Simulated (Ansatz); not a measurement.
Results of HSE06 (Ansatz, an electronic-structure program, plane waves, PAW) for zinc-blende HgS (metastable phase).

Numerical settings: plane-wave cutoff 460 eV, 8×8×8 k mesh, Fermi–Dirac smearing 0.01 eV, scalar-relativistic PAW data made under PBE.

Energies at three volumes about the minimum:

| V (Å³/atom) | E − E_lowest (meV/atom) |
|---|---|
| 25.489 | 1.72 |
| 25.964 | 0.00 |
| 26.613 | 2.81 |

Problem. Fit a parabola by hand: where is the minimum, what lattice constant follows, and what is the bulk modulus?

Solution. Slopes: (0.00 − 1.72)/(25.964 − 25.489) = -3.621 and (2.81 − 0.00)/(26.613 − 25.964) = 4.330 meV/Å³. Curvature E″ = 2 × (4.330 − (-3.621))/(26.613 − 25.489) = 14.148 meV/Å⁶. From the middle of the first interval, the slope vanishes at V0 = 25.7265 − (-3.621)/14.148 = 25.982 Å³/atom. B = V0 E″ = 25.982 × 14.148 meV/Å³ × 0.1602 GPa per meV/Å³ = 58.9 GPa. With 8 atoms in the cube, a = (8 × 25.982)^(1/3) = 5.924 Å. The full Birch–Murnaghan fit to all volumes gives V0 = 25.970 Å³/atom and B0 = 59.4 GPa.

Measured, for comparison: lattice constant a 5.841 Å (295 K, not corrected to a static lattice; as tabulated in Cardona et al. (2009), arXiv:0908.2634).
